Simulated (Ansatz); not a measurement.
# C$_{3}$H$_{3}$N, singlet: cost against accuracy

Geometry (MP2(full)/6-31G*, from the G2/97 set):

```xyz
7

C    -0.1480   -1.7281    0.0000
C     0.5986   -0.6144    0.0000
C     0.0136    0.6928    0.0000
H    -1.2316   -1.6876    0.0000
H     0.3196   -2.7059    0.0000
H     1.6835   -0.6616    0.0000
N    -0.4536    1.7784    0.0000
```

Measured, as an electronic atomization energy: 764.0 kcal/mol (G2/97 heats of formation of molecule and atoms, with zero-point and thermal terms from B3LYP taken off; Curtiss et al., J. Chem. Phys. 106, 1063 (1997), Staroverov et al., J. Chem. Phys. 119, 12129 (2003)). The measured value holds scalar relativity and spin–orbit coupling, which all computed ones lack, and core correlation, which the wave-function levels lack. Atoms are taken at the same level; beside RHF, RMP2 and RCC rows they are unrestricted. Ansatz 0.2.0; the 6-31G* set has Cartesian d functions; a miss is computed less measured; times are wall times on shared hosts and scatter by a factor of two or so.

```json
{"level": "RHF", "basis": "cc-pVDZ", "miss (kcal/mol)": "-243.8", "time of the run": "–", "hardware": "–"}
{"level": "UHF", "basis": "cc-pVDZ", "miss (kcal/mol)": "-242.5", "time of the run": "–", "hardware": "–"}
{"level": "RMP2", "basis": "cc-pVDZ", "miss (kcal/mol)": "-43.1", "time of the run": "–", "hardware": "–"}
{"level": "UMP2", "basis": "cc-pVDZ", "miss (kcal/mol)": "-58.5", "time of the run": "–", "hardware": "–"}
{"level": "RCCSD(T)", "basis": "cc-pVDZ", "miss (kcal/mol)": "-64.2", "time of the run": "2 s", "hardware": "1 CPU thread"}
{"level": "UCCSD(T)", "basis": "cc-pVDZ", "miss (kcal/mol)": "-65.1", "time of the run": "20 s", "hardware": "1 CPU thread"}
{"level": "RCCSDT(Q)", "basis": "cc-pVDZ", "miss (kcal/mol)": "-63.1", "time of the run": "13 s", "hardware": "H100 + 2 CPU threads"}
{"level": "RHF", "basis": "cc-pVTZ", "miss (kcal/mol)": "-233.3", "time of the run": "–", "hardware": "–"}
{"level": "UHF", "basis": "cc-pVTZ", "miss (kcal/mol)": "-231.9", "time of the run": "–", "hardware": "–"}
{"level": "RMP2", "basis": "cc-pVTZ", "miss (kcal/mol)": "-4.1", "time of the run": "–", "hardware": "–"}
{"level": "UMP2", "basis": "cc-pVTZ", "miss (kcal/mol)": "-19.9", "time of the run": "–", "hardware": "–"}
{"level": "RCCSD(T)", "basis": "cc-pVTZ", "miss (kcal/mol)": "-25.7", "time of the run": "4.6 s", "hardware": "H100 + 2 CPU threads"}
{"level": "UCCSD(T)", "basis": "cc-pVTZ", "miss (kcal/mol)": "-26.7", "time of the run": "8 s", "hardware": "H100 + 2 CPU threads"}
{"level": "RCCSDT(Q)", "basis": "cc-pVTZ", "miss (kcal/mol)": "-25.2", "time of the run": "5.5 min", "hardware": "H100 + 2 CPU threads"}
{"level": "RHF", "basis": "cc-pVQZ", "miss (kcal/mol)": "-231.9", "time of the run": "–", "hardware": "–"}
{"level": "UHF", "basis": "cc-pVQZ", "miss (kcal/mol)": "-230.6", "time of the run": "–", "hardware": "–"}
{"level": "RMP2", "basis": "cc-pVQZ", "miss (kcal/mol)": "8.7", "time of the run": "–", "hardware": "–"}
{"level": "UMP2", "basis": "cc-pVQZ", "miss (kcal/mol)": "-7.4", "time of the run": "–", "hardware": "–"}
{"level": "RCCSD(T)", "basis": "cc-pVQZ", "miss (kcal/mol)": "-13.5", "time of the run": "2.9 s", "hardware": "H100 + 2 CPU threads"}
{"level": "UCCSD(T)", "basis": "cc-pVQZ", "miss (kcal/mol)": "-14.4", "time of the run": "9 s", "hardware": "H100 + 2 CPU threads"}
```

A dash: the level came out of a higher level's run.

A composite of the best parts (restricted reference, at this geometry, which isn't the minimum of the high levels):

```csv
part,kcal/mol
"Hartree–Fock limit (T, Q; exp(−5.46 √X))",532.45
"CCSD(T) correlation limit (T, Q; X⁻³)",226.43
CCSDT − CCSD(T) (TZ),-1.20
(Q) (TZ),1.73
sum,759.4
sum less measured,-4.5
```
